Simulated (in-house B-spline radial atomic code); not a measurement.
# Removing the outer electron along the 36-electron series: Br⁻ to Mo⁶⁺

All numbers come from an all-electron radial atomic-structure program (B-spline basis), all electrons, at the radial basis limit: mean fields, RPA and GW scalar-relativistic (one-electron X2C; non-relativistic for the lightest neutral atoms and singly charged ions), without spin-orbit coupling, Breit or QED terms, open shells spin-polarised at highest spin; Brueckner, CI + MBPT and self-energy runs four-component with Breit and QED terms. References are NIST's ionisation energies and tabulated electron affinities. They run between lowest fine-structure levels, which the runs without spin-orbit coupling average over.

Columns: (a) minus the highest PBE0 level; (b) G0W0 on PBE0; (c) minus the highest CAM-B3LYP level; (d) minus the highest LC-wPBE level; (e) G0W0 on Hartree-Fock. Each gives computed minus reference, in eV; a star marks a semi-empirical reference. Species are left out where the tabulated value is theory, is uncertain by more than 0.12 eV, or (13 ions, such as In⁴⁺, Te⁴⁺ and Bi⁴⁺) lies off its series for all methods alike, which flatters the means a little.

| species | configuration | reference (eV) | (a) | (b) | (c) | (d) | (e) |
| --- | --- | --- | --- | --- | --- | --- | --- |
| Br⁻ | [Ar] 3d10 4s2 4p6 | 3.36 | -2.36 | -0.12 | -1.05 | +0.24 | +0.57 |
| Kr | [Ar] 3d10 4s2 4p6 | 14.00 | -3.26 | +0.21 | -1.84 | -0.39 | +0.65 |
| Rb⁺ | [Ar] 3d10 4s2 4p6 | 27.29 | -3.90 | +0.35 | -2.45 | -0.94 | +0.72 |
| Sr²⁺ | [Ar] 3d10 4s2 4p6 | 42.88 | -4.43 | +0.47 | -2.97 | -1.45 | +0.81 |
| Zr⁴⁺ | [Ar] 3d10 4s2 4p6 | 80.35 ± 0.007* | -5.26 | +0.77 | -3.82 | -2.35 | +1.05 |
| Nb⁵⁺ | [Ar] 3d10 4s2 4p6 | 102.07 ± 0.006* | -5.62 | +0.92 | -4.20 | -2.77 | +1.20 |
| Mo⁶⁺ | [Ar] 3d10 4s2 4p6 | 125.64 ± 0.03* | -5.87 | +1.16 | -4.47 | -3.10 | +1.42 |

Problem. How do the methods rank over these species?

Solution. Mean absolute differences: G0W0 on PBE0 0.57 eV; G0W0 on Hartree-Fock 0.92 eV; minus the highest LC-wPBE level 1.60 eV; minus the highest CAM-B3LYP level 2.97 eV; minus the highest PBE0 level 4.39 eV. One-signed throughout: minus the highest PBE0 level (too low), minus the highest CAM-B3LYP level (too low), G0W0 on Hartree-Fock (too high).
